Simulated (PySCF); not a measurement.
## SiO: a base run and its variants

Base input, run as `OMP_NUM_THREADS=1 python input.py` with PySCF 2.14:

```python
from pyscf import gto, scf, cc

mol = gto.M(
    atom='Si 0 0 0; O 0 0 1.467',
    basis='6-31g*',
    charge=0,
    spin=0,
    verbose=3,
)
mf = scf.RHF(mol)
mf.kernel()
mycc = cc.CCSD(mf, frozen=6)
mycc.kernel()
e = mycc.ipccsd(nroots=6)[0]
print('roots (eV) =', (e*27.211386).round(3))
mf.dip_moment()
print('orbital energies (hartree):', mf.mo_energy[..., max(0, mol.nelec[1]-3):mol.nelec[0]+3].round(4))
```

Base result: E(SCF) = -363.776588 Eh, E(CCSD) − E(SCF) = -0.26500 Eh, μz(SCF) = -3.16 D, ionisation roots 11.186, 12.019, 12.019, 14.742, 20.053, 20.053 eV. Stability towards an unrestricted solution was not tested. The bond length is a typed value, not an optimised one.

Run time: 1.6 s on 1 thread of Intel Xeon Platinum 8488C (shared host), peak memory 0.11 GiB.

Each row names what differs from the base; energies in brackets are changes from the base.

```tsv
change	result
charge: 0 → 1; spin (2S): 0 → 1; SCF type: RHF → UHF [another spin of the ion may lie lower]	E(SCF) = -363.387855 Eh (+10.5780 eV), E(CCSD) − E(SCF) = -0.24345 Eh, ⟨S²⟩ = 0.793, ionisation roots 20.574, 20.693, 20.693, 21.071, 21.071, 22.533 eV
spin (2S): 0 → 24 [unsound on purpose] [runs as restricted open-shell]	stops with AssertionError
basis set: 6-31g* → sto-3g	E(SCF) = -359.400060 Eh (+119.0914 eV), E(CCSD) − E(SCF) = -0.12593 Eh, μz(SCF) = -1.81 D, ionisation roots 6.969, 7.913, 7.913, 10.887, 15.666, 15.666 eV
second-order solver: off → on	E(SCF) = -363.776588 Eh (+0.0000 eV), E(CCSD) − E(SCF) = -0.26500 Eh, μz(SCF) = -3.16 D, ionisation roots 11.186, 12.019, 12.019, 14.742, 20.053, 20.053 eV
Cartesian functions: off → on	E(SCF) = -363.778283 Eh (-0.0461 eV), E(CCSD) − E(SCF) = -0.26720 Eh, μz(SCF) = -3.16 D, ionisation roots 11.194, 12.020, 12.020, 14.756, 20.069, 20.069 eV
geometry: bond 1.467 → bond 0.3 [unsound on purpose]	E(SCF) = -317.078652 Eh, E(CCSD) − E(SCF) = -0.16239 Eh, μz(SCF) = 3.18 D, ionisation roots 6.432, 7.856, 14.293, 14.928, 15.343, 18.833 eV
number of roots: 6 → 15	E(SCF) = -363.776588 Eh (+0.0000 eV), E(CCSD) − E(SCF) = -0.26500 Eh, μz(SCF) = -3.16 D, ionisation roots 11.186, 12.019, 12.019, 14.742, 20.053, 20.053, 20.410, 20.431, 20.431, 20.901, 23.006, 23.006, 23.543, 24.171, 24.599 eV
charge: 0 → -1; spin (2S): 0 → 1; SCF type: RHF → UHF [another spin of the ion may lie lower] [no diffuse functions for the anion]	E(SCF) = -363.733250 Eh (+1.1793 eV), E(CCSD) − E(SCF) = -0.25858 Eh, ⟨S²⟩ = 0.759, ionisation roots -1.353, 3.255, 3.732, 4.080, 4.532, 4.814 eV
step after the SCF: eomip → mp2; frozen orbitals: 6 → 0	E(SCF) = -363.776588 Eh (+0.0000 eV), E(MP2) − E(SCF) = -0.26765 Eh, μz(SCF) = -3.16 D
number of roots: 6 → 10	E(SCF) = -363.776588 Eh (+0.0000 eV), E(CCSD) − E(SCF) = -0.26500 Eh, μz(SCF) = -3.16 D, ionisation roots 11.186, 12.019, 12.019, 14.742, 20.053, 20.053, 20.410, 20.431, 20.431, 20.901 eV
geometry: bond 1.467 → bond 0 [unsound on purpose]	stops with RuntimeError (Ill geometry)
functional: none (Hartree–Fock) → revtpss; SCF type: RHF → RKS; step after the SCF: eomip → analyze	E(SCF) = -364.576450 Eh, μz(SCF) = -2.19 D
basis set: 6-31g* → def2-tzv2p [unsound on purpose]	stops with BasisNotFoundError (def2-tzv2p)
step after the SCF: eomip → ccsd	E(SCF) = -363.776588 Eh (+0.0000 eV), E(CCSD) − E(SCF) = -0.26500 Eh, μz(SCF) = -3.16 D
step after the SCF: eomip → optimize	E(SCF) = -363.776588 Eh (+0.0000 eV), all at the start geometry; optimised bond 1.488 Å with E = -363.777203 Eh after 4 steps
electric field along z (a.u.): none → 0.05	E(SCF) = -363.746330 Eh (+0.8234 eV), E(CCSD) − E(SCF) = -0.27747 Eh, μz(SCF) = 0.14 D, ionisation roots 10.646, 10.825, 10.825, 14.177, 20.241, 20.241 eV
spin (2S): 0 → 4; SCF type: RHF → UHF [a high spin state]	E(SCF) = -363.547699 Eh (+6.2284 eV), E(CCSD) − E(SCF) = -0.17362 Eh, ⟨S²⟩ = 6.007, μz(SCF) = -1.19 D, ionisation roots 7.342, 7.827, 10.032, 10.383, 12.046, 12.151 eV
PCM solvent, dielectric constant: none → 4.71; step after the SCF: eomip → analyze	E(SCF) = -363.785405 Eh (-0.2399 eV), μz(SCF) = -3.72 D
geometry: bond 1.467 → bond 1.57	E(SCF) = -363.769270 Eh (+0.1991 eV), E(CCSD) − E(SCF) = -0.27438 Eh, μz(SCF) = -3.64 D, ionisation roots 11.120, 11.359, 11.359, 14.782, 19.846, 19.846 eV
geometry: bond 1.467 → bond 1.291	E(SCF) = -363.700425 Eh (+2.0725 eV), E(CCSD) − E(SCF) = -0.24966 Eh, μz(SCF) = -2.38 D, ionisation roots 11.160, 13.322, 13.322, 14.622, 20.299, 20.299 eV
frozen orbitals: 6 → 22 [unsound on purpose]	stops with AssertionError after the SCF
```

Q: Order these changes by how far they move the SCF energy from the base, largest first: (1) PCM solvent, dielectric constant: none → 4.71; step after the SCF: eomip → analyze; (2) electric field along z (a.u.): none → 0.05; (3) geometry: bond 1.467 → bond 1.291; (4) geometry: bond 1.467 → bond 1.57.

A: (3) +2.0725 eV, (2) +0.8234 eV, (1) -0.2399 eV, (4) +0.1991 eV.
